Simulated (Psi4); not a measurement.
Psi4 input (wB97X-D/6-31G*):

```
memory 1500 MB

molecule {
-1 1
O     0.10099332    1.41619481   -0.12530546
C     0.01300559    0.17658011    0.33465754
H     0.00807600    0.08873082    1.47459969
C    -1.30474202   -0.54356908   -0.09708198
C     1.21402198   -0.72345292   -0.10005249
H    -1.34154249   -0.59203777   -1.19230692
H     1.24099077   -0.77647585   -1.19535263
H    -2.15658108    0.05414601    0.23939424
H     2.14294415   -0.25291535    0.23432359
H    -1.40344546   -1.56235804    0.30983993
H     1.16789825   -1.74599699    0.30680741
symmetry c1
no_reorient
no_com
}

set {
  basis 6-31G*
  reference rks
  scf_type pk
  dft_radial_points 99
  dft_spherical_points 590
  e_convergence 1e-8
  d_convergence 1e-7
  maxiter 150
}

e = energy('wb97x-d')
print_out(f'\nFINAL {e:.10f} DIPOLE {variable("CURRENT DIPOLE")[0]:.6f} {variable("CURRENT DIPOLE")[1]:.6f} {variable("CURRENT DIPOLE")[2]:.6f}\n')
```

From the last part of the output:

```
      51A      1.798458    52A      1.993987    53A      2.067176
      54A      2.080081    55A      2.126128    56A      2.230553
      57A      2.266348    58A      2.324003    59A      2.354106
      60A      2.426048    61A      2.512584    62A      2.519493
      63A      2.543321    64A      2.551277    65A      2.625153
      66A      2.823419    67A      2.860015    68A      2.979009
      69A      3.124995    70A      3.271573    71A      4.129608
      72A      4.472164    73A      4.582302    74A      4.823697

    Final Occupation by Irrep:
              A
    DOCC [    17 ]
    NA   [    17 ]
    NB   [    17 ]

  @RKS Final Energy:  -193.65601431263755

   => Energetics <=

    Nuclear Repulsion Energy =            125.6016116557232749
    One-Electron Energy =                -519.0429923670285461
    Two-Electron Energy =                 218.7265175262297134
    DFT Exchange-Correlation Energy =     -18.9370739813382229
    Empirical Dispersion Energy =          -0.0040771462237677
    VV10 Nonlocal Energy =                  0.0000000000000000
    Total Energy =                       -193.6560143126375522

Computation Completed

Properties will be evaluated at   0.000000,   0.000000,   0.000000 [a0]

Properties computed using the SCF density matrix

 Multipole Moments:

 ------------------------------------------------------------------------------------
     Multipole            Electronic (a.u.)      Nuclear  (a.u.)        Total (a.u.)
 ------------------------------------------------------------------------------------

 L = 1.  Multiply by 2.5417464519 to convert [e a0] to [Debye]
 Dipole X            :         -0.1045435            0.0000000           -0.1045435
 Dipole Y            :         -1.4639526           -0.0000001           -1.4639526
 Dipole Z            :          0.0071063            0.0000001            0.0071063
 Magnitude           :                                                    1.4676979

 ------------------------------------------------------------------------------------

FINAL -193.6560143126 DIPOLE -0.104543 -1.463953 0.007106

*** Psi4 exiting successfully. Buy a developer a beer!
```

The dipole moment of an ion depends on the origin.
